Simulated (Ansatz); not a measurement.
# AlBH₂ (singlet): B3LYP, wB97M-V over a scan of the distance B1–H3, cc-pVDZ, part 1 of 2

How well do these functionals follow the top wave-function level for AlBH₂ (singlet) over a scan of the distance B1–H3?

Method: cc-pVDZ, all electrons in the functionals; program: Ansatz 0.2.0, Gaussian basis.

To be run: B3LYP, wB97M-V, at 0.987 Å; 1.107 Å; 1.206 Å; 1.350 Å; 1.463 Å; 1.700 Å; 1.926 Å; 2.230 Å; 2.688 Å; 3.255 Å; 4.124 Å.

12 further runs of the same task are left out: 7 that didn't finish, 5 set aside as unsound or not needed.

## 1. What is computed

The geometry derives from a PBE0/def2-TZVP stationary point (not a proven minimum). One bond is set to the value named and the two fragments are kept rigid.

4 atoms, charge 0, spin multiplicity 1.

Atoms are counted from 1 here; the program's logs count them from 0.

Bond lengths: B1–Al2 2.240 Å, B1–H3 1.206 Å, B1–H4 1.206 Å. Angles: Al2–B1–H3 123.6°, Al2–B1–H4 123.6°, H3–B1–H4 112.9°.

No dispersion term is added; wB97M-V holds VV10 nonlocal correlation. B3LYP takes the VWN-RPA correlation.

The geometry shown and the zero of energy belong to the point 1.206 Å. The yardstick, RCCSDT(Q), and other wave-function levels (R restricted, U unrestricted, valence and pair active spaces) come from earlier runs.

## 2. B3LYP, 0.987 Å

Contents of in.yaml:

```yaml
crystal:
  periodic: [false, false, false]
  atoms:
    - {symbol: B, position_ang: [0.000000, 0.004620, 1.487850]}
    - {symbol: Al, position_ang: [0.000000, 0.004620, -0.752601]}
    - {symbol: H, position_ang: [0.000000, 0.827118, 2.033439]}
    - {symbol: H, position_ang: [0.000000, -1.000360, 2.154486]}
basis:
  gaussian: {orbitals: cc-pVDZ}
magnetization: {spin_polarized: true, initial_magnetization: 0}
hamiltonian: {xc: {name: B3LYP}}
```

Command:

```sh
ansatz run in.yaml --threads 1 --pin off --events-out ev --progress --plain --max-ram 2393MiB
```

Standard output:

```text
Functional definition: B3LYP
  name "B3LYP"
  cite "Stephens, Devlin, Chabalowski & Frisch, J. Phys. Chem. 98, 11623 (1994) doi:10.1021/j100096a001"
  cite "Becke, Phys. Rev. A 38, 3098 (1988) doi:10.1103/PhysRevA.38.3098"
  cite "Lee, Yang & Parr, Phys. Rev. B 37, 785 (1988) doi:10.1103/PhysRevB.37.785"
  cite "Vosko, Wilk & Nusair, Can. J. Phys. 58, 1200 (1980) doi:10.1139/p80-159"
  parameter a0 = 0.2
  parameter ax = 0.72
  parameter ac = 0.81
  exchange = (1 - a0 - ax)*slater_x + ax*b88_x + a0*exact_x
  correlation = (1 - ac)*vwn_rpa_c + ac*lyp_c
399 factors; integrals over basis functions are off by at most 1.1e-3 eV
mean field evaluation 1: about -7283.8974 eV, gradient 3.9e1 eV
mean field evaluation 2: about -7139.2868 eV, gradient 8.4e1 eV
mean field evaluation 4: about -7302.6341 eV, gradient 3.7e0 eV
mean field evaluation 8: about -7302.8152 eV, gradient 1.7e-1 eV
mean field evaluation 16: about -7302.8155 eV, gradient 4.6e-5 eV
mean field evaluation 32: about -7299.4553 eV, gradient 7.3e0 eV
mean field evaluation 64: about -7302.8155 eV, gradient 3.0e-4 eV
mean field evaluation 96: about -7301.9102 eV, gradient 3.5e0 eV
mean field -7302.84000707 eV, -268.3744202172 hartree, gradient 1.5e-5 eV, S^2 0.317330; 11 other end points of the search recorded, 0 dependent functions left out
reference -7302.84021069 eV, -268.3744277000 hartree; 10, 10 occupied and 32, 32 virtual orbitals, 399 factors
Total energy: -7302.84021069 eV, -268.3744277000 hartree
```

Wall time 7 s (1 thread of Arm Neoverse V1, shared host).

From the report: ⟨S²⟩ of the determinant 0.317 (pure singlet: 0.00).

## 3. B3LYP, 1.107 Å

Contents of in.yaml:

```yaml
crystal:
  periodic: [false, false, false]
  atoms:
    - {symbol: B, position_ang: [0.000000, 0.002088, 1.486171]}
    - {symbol: Al, position_ang: [0.000000, 0.002088, -0.754280]}
    - {symbol: H, position_ang: [0.000000, 0.924585, 2.098093]}
    - {symbol: H, position_ang: [0.000000, -1.002892, 2.152807]}
basis:
  gaussian: {orbitals: cc-pVDZ}
magnetization: {spin_polarized: true, initial_magnetization: 0}
hamiltonian: {xc: {name: B3LYP}}
```

The command is unchanged.

Standard output, shortened:

```text
Functional definition: B3LYP
  name "B3LYP"
  cite "Stephens, Devlin, Chabalowski & Frisch, J. Phys. Chem. 98, 11623 (1994) doi:10.1021/j100096a001"
  cite "Becke, Phys. Rev. A 38, 3098 (1988) doi:10.1103/PhysRevA.38.3098"
  cite "Lee, Yang & Parr, Phys. Rev. B 37, 785 (1988) doi:10.1103/PhysRevB.37.785"
  cite "Vosko, Wilk & Nusair, Can. J. Phys. 58, 1200 (1980) doi:10.1139/p80-159"
[...]
400 factors; integrals over basis functions are off by at most 8.9e-4 eV
[...]
mean field -7303.55570179 eV, -268.4007215131 hartree, gradient 1.7e-5 eV, S^2 0.299443; 7 other end points of the search recorded, 0 dependent functions left out
reference -7303.55590546 eV, -268.4007289976 hartree; 10, 10 occupied and 32, 32 virtual orbitals, 400 factors
Total energy: -7303.55590546 eV, -268.4007289976 hartree
```

Run time: 3 s. Hardware: 1 thread of Arm Neoverse V1, shared host.

From the report: ⟨S²⟩ of the determinant 0.299 (pure singlet: 0.00).

## 4. B3LYP, 1.206 Å

Contents of in.yaml:

```yaml
crystal:
  periodic: [false, false, false]
  atoms:
    - {symbol: B, position_ang: [0.000000, 0.000000, 1.484785]}
    - {symbol: Al, position_ang: [0.000000, 0.000000, -0.755666]}
    - {symbol: H, position_ang: [0.000000, 1.004980, 2.151421]}
    - {symbol: H, position_ang: [0.000000, -1.004980, 2.151421]}
basis:
  gaussian: {orbitals: cc-pVDZ}
magnetization: {spin_polarized: true, initial_magnetization: 0}
hamiltonian: {xc: {name: B3LYP}}
```

The command is unchanged.

Standard output, shortened:

```text
Functional definition: B3LYP
  name "B3LYP"
  cite "Stephens, Devlin, Chabalowski & Frisch, J. Phys. Chem. 98, 11623 (1994) doi:10.1021/j100096a001"
  cite "Becke, Phys. Rev. A 38, 3098 (1988) doi:10.1103/PhysRevA.38.3098"
  cite "Lee, Yang & Parr, Phys. Rev. B 37, 785 (1988) doi:10.1103/PhysRevB.37.785"
  cite "Vosko, Wilk & Nusair, Can. J. Phys. 58, 1200 (1980) doi:10.1139/p80-159"
[...]
401 factors; integrals over basis functions are off by at most 9.1e-4 eV
[...]
mean field -7303.71282835 eV, -268.4064958076 hartree, gradient 1.5e-5 eV, S^2 0.282767; 5 other end points of the search recorded, 0 dependent functions left out
reference -7303.71303242 eV, -268.4065033071 hartree; 10, 10 occupied and 32, 32 virtual orbitals, 401 factors
Total energy: -7303.71303242 eV, -268.4065033071 hartree
```

Run time: 2.8 s. Hardware: 1 thread of Arm Neoverse V1, shared host.

From the report: ⟨S²⟩ of the determinant 0.283 (pure singlet: 0.00).

## 5. B3LYP, 1.350 Å

Contents of in.yaml:

```yaml
crystal:
  periodic: [false, false, false]
  atoms:
    - {symbol: B, position_ang: [0.000000, -0.003039, 1.482770]}
    - {symbol: Al, position_ang: [0.000000, -0.003039, -0.757681]}
    - {symbol: H, position_ang: [0.000000, 1.121957, 2.229016]}
    - {symbol: H, position_ang: [0.000000, -1.008019, 2.149406]}
basis:
  gaussian: {orbitals: cc-pVDZ}
magnetization: {spin_polarized: true, initial_magnetization: 0}
hamiltonian: {xc: {name: B3LYP}}
```

Launched as before.

Standard output, shortened:

```text
Functional definition: B3LYP
  name "B3LYP"
  cite "Stephens, Devlin, Chabalowski & Frisch, J. Phys. Chem. 98, 11623 (1994) doi:10.1021/j100096a001"
  cite "Becke, Phys. Rev. A 38, 3098 (1988) doi:10.1103/PhysRevA.38.3098"
  cite "Lee, Yang & Parr, Phys. Rev. B 37, 785 (1988) doi:10.1103/PhysRevB.37.785"
  cite "Vosko, Wilk & Nusair, Can. J. Phys. 58, 1200 (1980) doi:10.1139/p80-159"
[...]
400 factors; integrals over basis functions are off by at most 1.1e-3 eV
[...]
mean field -7303.55519626 eV, -268.4007029352 hartree, gradient 1.0e-5 eV, S^2 0.256686; 7 other end points of the search recorded, 0 dependent functions left out
reference -7303.55540160 eV, -268.4007104813 hartree; 10, 10 occupied and 32, 32 virtual orbitals, 400 factors
Total energy: -7303.55540160 eV, -268.4007104813 hartree
```

Run time: 2.9 s. Hardware: 1 thread of Arm Neoverse V1, shared host.

From the report: ⟨S²⟩ of the determinant 0.257 (pure singlet: 0.00).

From 1.206 Å: +0.158 eV.

## 6. B3LYP, 1.463 Å

Contents of in.yaml:

```yaml
crystal:
  periodic: [false, false, false]
  atoms:
    - {symbol: B, position_ang: [0.000000, -0.005423, 1.481188]}
    - {symbol: Al, position_ang: [0.000000, -0.005423, -0.759263]}
    - {symbol: H, position_ang: [0.000000, 1.213739, 2.289898]}
    - {symbol: H, position_ang: [0.000000, -1.010403, 2.147824]}
basis:
  gaussian: {orbitals: cc-pVDZ}
magnetization: {spin_polarized: true, initial_magnetization: 0}
hamiltonian: {xc: {name: B3LYP}}
```

Launched as before.

Standard output, shortened:

```text
Functional definition: B3LYP
  name "B3LYP"
  cite "Stephens, Devlin, Chabalowski & Frisch, J. Phys. Chem. 98, 11623 (1994) doi:10.1021/j100096a001"
  cite "Becke, Phys. Rev. A 38, 3098 (1988) doi:10.1103/PhysRevA.38.3098"
  cite "Lee, Yang & Parr, Phys. Rev. B 37, 785 (1988) doi:10.1103/PhysRevB.37.785"
  cite "Vosko, Wilk & Nusair, Can. J. Phys. 58, 1200 (1980) doi:10.1139/p80-159"
[...]
401 factors; integrals over basis functions are off by at most 1.2e-3 eV
[...]
mean field -7303.26017628 eV, -268.3898611506 hartree, gradient 2.2e-5 eV, S^2 0.235489; 7 other end points of the search recorded, 0 dependent functions left out
reference -7303.26038295 eV, -268.3898687456 hartree; 10, 10 occupied and 32, 32 virtual orbitals, 401 factors
Total energy: -7303.26038295 eV, -268.3898687456 hartree
```

Wall time 3.1 s (1 thread of Arm Neoverse V1, shared host).

From the report: ⟨S²⟩ of the determinant 0.235 (pure singlet: 0.00).

From 1.206 Å: +0.453 eV.

## 7. B3LYP, 1.700 Å

Contents of in.yaml:

```yaml
crystal:
  periodic: [false, false, false]
  atoms:
    - {symbol: B, position_ang: [0.000000, -0.010424, 1.477871]}
    - {symbol: Al, position_ang: [0.000000, -0.010424, -0.762580]}
    - {symbol: H, position_ang: [0.000000, 1.406238, 2.417589]}
    - {symbol: H, position_ang: [0.000000, -1.015404, 2.144507]}
basis:
  gaussian: {orbitals: cc-pVDZ}
magnetization: {spin_polarized: true, initial_magnetization: 0}
hamiltonian: {xc: {name: B3LYP}}
```

Launched as before.

Standard output, shortened:

```text
Functional definition: B3LYP
  name "B3LYP"
  cite "Stephens, Devlin, Chabalowski & Frisch, J. Phys. Chem. 98, 11623 (1994) doi:10.1021/j100096a001"
  cite "Becke, Phys. Rev. A 38, 3098 (1988) doi:10.1103/PhysRevA.38.3098"
  cite "Lee, Yang & Parr, Phys. Rev. B 37, 785 (1988) doi:10.1103/PhysRevB.37.785"
  cite "Vosko, Wilk & Nusair, Can. J. Phys. 58, 1200 (1980) doi:10.1139/p80-159"
[...]
403 factors; integrals over basis functions are off by at most 1.0e-3 eV
[...]
mean field -7302.46506796 eV, -268.3606414588 hartree, gradient 7.1e-6 eV, S^2 0.191092; 7 other end points of the search recorded, 0 dependent functions left out
reference -7302.46527882 eV, -268.3606492078 hartree; 10, 10 occupied and 32, 32 virtual orbitals, 403 factors
Total energy: -7302.46527882 eV, -268.3606492078 hartree
```

It took 3.2 s on 1 thread of Arm Neoverse V1, shared host.

From the report: ⟨S²⟩ of the determinant 0.191 (pure singlet: 0.00).

From 1.206 Å: +1.248 eV.

## 8. B3LYP, 1.926 Å

Contents of in.yaml:

```yaml
crystal:
  periodic: [false, false, false]
  atoms:
    - {symbol: B, position_ang: [0.000000, -0.015192, 1.474708]}
    - {symbol: Al, position_ang: [0.000000, -0.015192, -0.765743]}
    - {symbol: H, position_ang: [0.000000, 1.589802, 2.539353]}
    - {symbol: H, position_ang: [0.000000, -1.020172, 2.141344]}
basis:
  gaussian: {orbitals: cc-pVDZ}
magnetization: {spin_polarized: true, initial_magnetization: 0}
hamiltonian: {xc: {name: B3LYP}}
```

The command is unchanged.

Standard output, shortened:

```text
Functional definition: B3LYP
  name "B3LYP"
  cite "Stephens, Devlin, Chabalowski & Frisch, J. Phys. Chem. 98, 11623 (1994) doi:10.1021/j100096a001"
  cite "Becke, Phys. Rev. A 38, 3098 (1988) doi:10.1103/PhysRevA.38.3098"
  cite "Lee, Yang & Parr, Phys. Rev. B 37, 785 (1988) doi:10.1103/PhysRevB.37.785"
  cite "Vosko, Wilk & Nusair, Can. J. Phys. 58, 1200 (1980) doi:10.1139/p80-159"
[...]
404 factors; integrals over basis functions are off by at most 1.2e-3 eV
[...]
mean field -7301.69321620 eV, -268.3322764299 hartree, gradient 1.3e-5 eV, S^2 0.150715; 5 other end points of the search recorded, 0 dependent functions left out
reference -7301.69343245 eV, -268.3322843769 hartree; 10, 10 occupied and 32, 32 virtual orbitals, 404 factors
Total energy: -7301.69343245 eV, -268.3322843769 hartree
```

Run time: 3.3 s. Hardware: 1 thread of Arm Neoverse V1, shared host.

From the report: ⟨S²⟩ of the determinant 0.151 (pure singlet: 0.00).

From 1.206 Å: +2.020 eV.

## 9. B3LYP, 2.230 Å

Contents of in.yaml:

```yaml
crystal:
  periodic: [false, false, false]
  atoms:
    - {symbol: B, position_ang: [0.000000, -0.021607, 1.470453]}
    - {symbol: Al, position_ang: [0.000000, -0.021607, -0.769998]}
    - {symbol: H, position_ang: [0.000000, 1.836720, 2.703142]}
    - {symbol: H, position_ang: [0.000000, -1.026587, 2.137089]}
basis:
  gaussian: {orbitals: cc-pVDZ}
magnetization: {spin_polarized: true, initial_magnetization: 0}
hamiltonian: {xc: {name: B3LYP}}
```

Launched as before.

Standard output, shortened:

```text
Functional definition: B3LYP
  name "B3LYP"
  cite "Stephens, Devlin, Chabalowski & Frisch, J. Phys. Chem. 98, 11623 (1994) doi:10.1021/j100096a001"
  cite "Becke, Phys. Rev. A 38, 3098 (1988) doi:10.1103/PhysRevA.38.3098"
  cite "Lee, Yang & Parr, Phys. Rev. B 37, 785 (1988) doi:10.1103/PhysRevB.37.785"
  cite "Vosko, Wilk & Nusair, Can. J. Phys. 58, 1200 (1980) doi:10.1139/p80-159"
[...]
402 factors; integrals over basis functions are off by at most 1.5e-3 eV
[...]
mean field -7300.78845791 eV, -268.2990271761 hartree, gradient 8.0e-6 eV, S^2 0.102140; 8 other end points of the search recorded, 0 dependent functions left out
reference -7300.78868153 eV, -268.2990353938 hartree; 10, 10 occupied and 32, 32 virtual orbitals, 402 factors
Total energy: -7300.78868153 eV, -268.2990353938 hartree
```

It took 4.3 s on 1 thread of Arm Neoverse V1, shared host.

From the report: ⟨S²⟩ of the determinant 0.102 (pure singlet: 0.00).

From 1.206 Å: +2.924 eV.

## 10. B3LYP, 2.688 Å

Contents of in.yaml:

```yaml
crystal:
  periodic: [false, false, false]
  atoms:
    - {symbol: B, position_ang: [0.000000, -0.031270, 1.464043]}
    - {symbol: Al, position_ang: [0.000000, -0.031270, -0.776408]}
    - {symbol: H, position_ang: [0.000000, 2.208722, 2.949903]}
    - {symbol: H, position_ang: [0.000000, -1.036250, 2.130679]}
basis:
  gaussian: {orbitals: cc-pVDZ}
magnetization: {spin_polarized: true, initial_magnetization: 0}
hamiltonian: {xc: {name: B3LYP}}
```

Launched as before.

Standard output, shortened:

```text
Functional definition: B3LYP
  name "B3LYP"
  cite "Stephens, Devlin, Chabalowski & Frisch, J. Phys. Chem. 98, 11623 (1994) doi:10.1021/j100096a001"
  cite "Becke, Phys. Rev. A 38, 3098 (1988) doi:10.1103/PhysRevA.38.3098"
  cite "Lee, Yang & Parr, Phys. Rev. B 37, 785 (1988) doi:10.1103/PhysRevB.37.785"
  cite "Vosko, Wilk & Nusair, Can. J. Phys. 58, 1200 (1980) doi:10.1139/p80-159"
[...]
401 factors; integrals over basis functions are off by at most 6.3e-4 eV
[...]
mean field -7300.01666360 eV, -268.2706642584 hartree, gradient 3.5e-6 eV, S^2 0.634080; 10 other end points of the search recorded, 0 dependent functions left out
reference -7300.01689898 eV, -268.2706729082 hartree; 10, 10 occupied and 32, 32 virtual orbitals, 401 factors
Total energy: -7300.01689898 eV, -268.2706729082 hartree
```

It took 7.5 s on 1 thread of Arm Neoverse V1, shared host.

From the report: ⟨S²⟩ of the determinant 0.634 (pure singlet: 0.00). The determinant is far from a pure spin state, so its energy mixes those of several spin states (harmless only where they are near-degenerate, as at dissociation).

From 1.206 Å: +3.696 eV.

## 11. B3LYP, 3.255 Å

Contents of in.yaml:

```yaml
crystal:
  periodic: [false, false, false]
  atoms:
    - {symbol: B, position_ang: [0.000000, -0.043234, 1.456107]}
    - {symbol: Al, position_ang: [0.000000, -0.043234, -0.784344]}
    - {symbol: H, position_ang: [0.000000, 2.669257, 3.255390]}
    - {symbol: H, position_ang: [0.000000, -1.048214, 2.122743]}
basis:
  gaussian: {orbitals: cc-pVDZ}
magnetization: {spin_polarized: true, initial_magnetization: 0}
hamiltonian: {xc: {name: B3LYP}}
```

Launched as before.

Standard output, shortened:

```text
Functional definition: B3LYP
  name "B3LYP"
  cite "Stephens, Devlin, Chabalowski & Frisch, J. Phys. Chem. 98, 11623 (1994) doi:10.1021/j100096a001"
  cite "Becke, Phys. Rev. A 38, 3098 (1988) doi:10.1103/PhysRevA.38.3098"
  cite "Lee, Yang & Parr, Phys. Rev. B 37, 785 (1988) doi:10.1103/PhysRevB.37.785"
  cite "Vosko, Wilk & Nusair, Can. J. Phys. 58, 1200 (1980) doi:10.1139/p80-159"
[...]
401 factors; integrals over basis functions are off by at most 6.4e-4 eV
[...]
mean field -7299.70225553 eV, -268.2591099749 hartree, gradient 5.3e-6 eV, S^2 0.916094; 9 other end points of the search recorded, 0 dependent functions left out
reference -7299.70250510 eV, -268.2591191464 hartree; 10, 10 occupied and 32, 32 virtual orbitals, 401 factors
Total energy: -7299.70250510 eV, -268.2591191464 hartree
```

Run time: 7.5 s. Hardware: 1 thread of Arm Neoverse V1, shared host.

From the report: ⟨S²⟩ of the determinant 0.916 (pure singlet: 0.00). The determinant is far from a pure spin state, so its energy mixes those of several spin states (harmless only where they are near-degenerate, as at dissociation).

From 1.206 Å: +4.011 eV.

## 12. B3LYP, 4.124 Å

Contents of in.yaml:

```yaml
crystal:
  periodic: [false, false, false]
  atoms:
    - {symbol: B, position_ang: [0.000000, -0.061569, 1.443944]}
    - {symbol: Al, position_ang: [0.000000, -0.061569, -0.796507]}
    - {symbol: H, position_ang: [0.000000, 3.375085, 3.723589]}
    - {symbol: H, position_ang: [0.000000, -1.066549, 2.110580]}
basis:
  gaussian: {orbitals: cc-pVDZ}
magnetization: {spin_polarized: true, initial_magnetization: 0}
hamiltonian: {xc: {name: B3LYP}}
```

Launched as before.

Standard output, shortened:

```text
Functional definition: B3LYP
  name "B3LYP"
  cite "Stephens, Devlin, Chabalowski & Frisch, J. Phys. Chem. 98, 11623 (1994) doi:10.1021/j100096a001"
  cite "Becke, Phys. Rev. A 38, 3098 (1988) doi:10.1103/PhysRevA.38.3098"
  cite "Lee, Yang & Parr, Phys. Rev. B 37, 785 (1988) doi:10.1103/PhysRevB.37.785"
  cite "Vosko, Wilk & Nusair, Can. J. Phys. 58, 1200 (1980) doi:10.1139/p80-159"
[...]
402 factors; integrals over basis functions are off by at most 6.4e-4 eV
[...]
mean field -7299.59329537 eV, -268.2551057628 hartree, gradient 5.6e-6 eV, S^2 1.020222; 11 other end points of the search recorded, 0 dependent functions left out
reference -7299.59355879 eV, -268.2551154432 hartree; 10, 10 occupied and 32, 32 virtual orbitals, 402 factors
Total energy: -7299.59355879 eV, -268.2551154432 hartree
```

Run time: 8 s. Hardware: 1 thread of Arm Neoverse V1, shared host.

From the report: ⟨S²⟩ of the determinant 1.020 (pure singlet: 0.00). The determinant is far from a pure spin state, so its energy mixes those of several spin states (harmless only where they are near-degenerate, as at dissociation).

From 1.206 Å: +4.119 eV.

## 13. wB97M-V, 0.987 Å

Contents of in.yaml:

```yaml
crystal:
  periodic: [false, false, false]
  atoms:
    - {symbol: B, position_ang: [0.000000, 0.004620, 1.487850]}
    - {symbol: Al, position_ang: [0.000000, 0.004620, -0.752601]}
    - {symbol: H, position_ang: [0.000000, 0.827118, 2.033439]}
    - {symbol: H, position_ang: [0.000000, -1.000360, 2.154486]}
basis:
  gaussian: {orbitals: cc-pVDZ}
magnetization: {spin_polarized: true, initial_magnetization: 0}
hamiltonian: {xc: {name: wB97M-V}}
output: {forces: true, orbitals: {seedname: orbitals}}
```

Same command.

Standard output, shortened:

```text
Functional definition: wB97M-V
  name "wB97M-V"
  cite "Mardirossian & Head-Gordon, J. Chem. Phys. 144, 214110 (2016) doi:10.1063/1.4952647"
  cite "Becke, J. Chem. Phys. 107, 8554 (1997) doi:10.1063/1.475007"
  cite "Vydrov & Van Voorhis, J. Chem. Phys. 133, 244103 (2010) doi:10.1063/1.3521275"
  # Of w^i u^j: cxij and so on, Table III.
[...]
  gx(w, u) = 1 - cx + cx01*u + cx10*w
  gss(w, u) = css00 + css04*u^4 + css10*w + css20*w^2 + css43*w^4*u^3
  gos(w, u) = cos00 + cos10*w + (cos20 + cos21*u)*w^2 + (cos60 + cos61*u)*w^6
[...]
      + integral(e_c_pw_mod_opposite_spin*gos(b97_w_opposite, b97_u_opposite)) + vv10(b, c)
399 factors; integrals over basis functions are off by at most 1.1e-3 eV
151 factors; integrals over basis functions are off by at most 1.0e-5 eV
[...]
mean field -7301.11716433 eV, -268.3111069140 hartree, gradient 7.1e-6 eV, S^2 0.000000; 3 other end points of the search recorded, 0 dependent functions left out
[...]
reference -7301.11719978 eV, -268.3111082171 hartree; 10, 10 occupied and 32, 32 virtual orbitals, 399 factors
Total energy: -7301.11719978 eV, -268.3111082171 hartree
Atom 0 at     0.000000     0.004620     1.487850 Å, force     0.000000    -7.500693    -5.068399 eV/Å
Atom 1 at     0.000000     0.004620    -0.752601 Å, force     0.000000    -0.047916    -0.040941 eV/Å
Atom 2 at     0.000000     0.827118     2.033439 Å, force    -0.000000     7.779751     5.106815 eV/Å
Atom 3 at     0.000000    -1.000360     2.154486 Å, force     0.000000    -0.231142     0.002525 eV/Å
Dipole moment:    -0.000000     0.047633     0.100088 e Å
```

Wall time 8 s (1 thread of Arm Neoverse V1, shared host).

From the report: ⟨S²⟩ of the determinant 0.000 (pure singlet: 0.00).

(Continued in part 2 of 2.)
